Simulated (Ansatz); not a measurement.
Born–Oppenheimer molecular dynamics of BFH2O (5 atoms, charge 0, multiplicity 1). It starts from a relaxed structure.

Level of theory: RKS B3LYP-D4/6-31G* (Ansatz 0.2.0).

- ensemble: NVT, Langevin thermostat
- time step: 0.5 fs
- steps asked: 166
- set temperature: 50 K
- friction: 0.001 /fs
- temperature schedule: 41 steps to 50 K, then 125 steps to 12.5 K
- seed: 49293

First frame:

```xyz
5
Properties=species:S:1:pos:R:3
B -0.024 -0.028 0.019
O 0.007 -0.112 1.369
H -0.880 -0.172 1.748
F 1.138 0.060 -0.618
H -1.038 -0.029 -0.616
```

**Question.** How far do the bonds stretch over the last three quarters of this one trajectory? (Pairs bonded in most of those frames.)

**Answer.** 
```csv
bond,mean (Å),spread (Å),shortest,longest
B1–O2,1.354,0.005,1.34,1.36
B1–F4,1.329,0.011,1.31,1.35
B1–H5,1.198,0.003,1.19,1.20
O2–H3,0.967,0.002,0.96,0.97
```

Mean temperature of the second half: 26 K. The schedule's set-point averaged 25 K over the second half and the system 26 K. A run of 0.083 ps of so small a system gives no equilibrium averages.

Time of the run: 2.4 min on 1 thread of Arm Neoverse V1 (shared host), peak memory 0.082 GiB.
